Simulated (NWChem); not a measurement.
Species: Na cation

All runs: NWChem. Field at 589 nm.

### Question
What does the run give for B3LYP/aug-cc-pVDZ? Quantities: isotropic polarisability (bohr³); anisotropy (bohr³).

### Answer
```yaml
isotropic polarisability (bohr³): 0.3
anisotropy (bohr³): 0.0
```
